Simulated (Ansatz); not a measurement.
The same calculation of CH₅AlO, SMILES [CH3][AlH][OH] as a Python script and as an input file (Ansatz 0.2.0 through its Python package).

Script `ch5alo.py`:
```python
# -*- coding: utf-8 -*-
"""Single point of CH5AlO."""

import json

import ansatz as az


def main():
    molecule = (
        az.Crystal.molecule()
        .atom("C", (-0.7213, 0.9168, -0.0351))
        .atom("Al", (0.545, -0.4891, -0.4073))
        .atom("O", (0.4444, -2.047, 0.5383))
        .atom("H", (-0.159, 1.8898, 0.2674))
        .atom("H", (-1.4594, 0.6324, 0.7407))
        .atom("H", (-1.3484, 1.188, -0.9711))
        .atom("H", (1.6972, -0.2829, -1.5209))
        .atom("H", (1.0937, -1.8652, 1.3322))
    )

    calc = molecule.calculation().basis(gaussian="cc-pVTZ").functional("pbe")
    result = calc.run()
    data = result.report

    print("reference energy %16.6f eV" % data["reference_energy_ev"])
    print("total energy     %16.6f eV" % data["free_energy_ev"])
    print("occupied orbitals outside the frozen core (up, down):", data["n_occupied"], " frozen:", data["n_frozen"], " virtual:", data["n_virtual"])

    state = data["mean_field"]["state"]
    print(f"mean field: {state['energy']['hartree']:.7f} Ha, <S^2> = {abs(state['spin_squared']):.4f}, stability: {state.get('stability', {}).get('kind')}")
    with open("ch5alo.json", "w") as handle:
        json.dump({k: data[k] for k in ("free_energy_ev", "reference_energy_ev", "n_occupied", "n_virtual")}, handle, indent=1)


if __name__ == "__main__":
    main()
```

Output of `python ch5alo.py`:
```text
reference energy     -9757.262392 eV
total energy         -9757.262392 eV
occupied orbitals outside the frozen core (up, down): [16, 16]  frozen: 0  virtual: [148, 148]
mean field: -358.5727792 Ha, <S^2> = 0.0000, stability: minimum
```

`input.yaml`:
```yaml
crystal:
  periodic: [false, false, false]
  atoms:
    - { symbol: C, position_ang: [-0.7213, 0.9168, -0.0351] }
    - { symbol: Al, position_ang: [0.545, -0.4891, -0.4073] }
    - { symbol: O, position_ang: [0.4444, -2.047, 0.5383] }
    - { symbol: H, position_ang: [-0.159, 1.8898, 0.2674] }
    - { symbol: H, position_ang: [-1.4594, 0.6324, 0.7407] }
    - { symbol: H, position_ang: [-1.3484, 1.188, -0.9711] }
    - { symbol: H, position_ang: [1.6972, -0.2829, -1.5209] }
    - { symbol: H, position_ang: [1.0937, -1.8652, 1.3322] }
basis:
  gaussian: { orbitals: cc-pVTZ }
hamiltonian:
  xc: pbe
```

On the command line:
```console
$ ansatz run input.yaml --threads 1 --pin off --max-ram 4096MiB --backend cpu --events-out ev --progress --plain --runs-dir out
Engine: ansatz 0.2.0, aarch64-unknown-linux-gnu
Functional definition: PBE
  parameter kappa = 0.804
  parameter beta = 0.06672455060314922
  exchange = pbe_x(kappa = kappa, mu = beta*pi^2/3)
  correlation = pbe_c(beta = beta)
904 factors; their error is unknown
mean field evaluation 1: about -9742.5116 eV, gradient 8.7e1 eV
mean field evaluation 2: about -9646.2780 eV, gradient 1.9e2 eV
mean field evaluation 4: about -9756.5797 eV, gradient 1.6e1 eV
mean field evaluation 8: about -9757.2811 eV, gradient 2.6e-1 eV
mean field evaluation 16: about -9757.2623 eV, gradient 6.0e-5 eV
mean field -9757.26234648 eV, -358.5727775233 hartree, gradient 6.0e-5 eV, S^2 0.000000; 0 other end points of the search recorded, 0 dependent functions left out
reference -9757.26239183 eV, -358.5727791896 hartree; 16, 16 occupied and 148, 148 virtual orbitals, 904 factors
Total energy: -9757.26239183 eV, -358.5727791896 hartree
```

Notes:
- Total energies depend on the basis set; only differences at equal settings carry meaning.
- The geometry is a force-field or estimated start, not a minimum of this method, and the basis set is short of its limit.
- It ran for 3.1 s on 1 thread of Arm Neoverse V1, with other jobs on the host, peak memory 0.21 GiB.
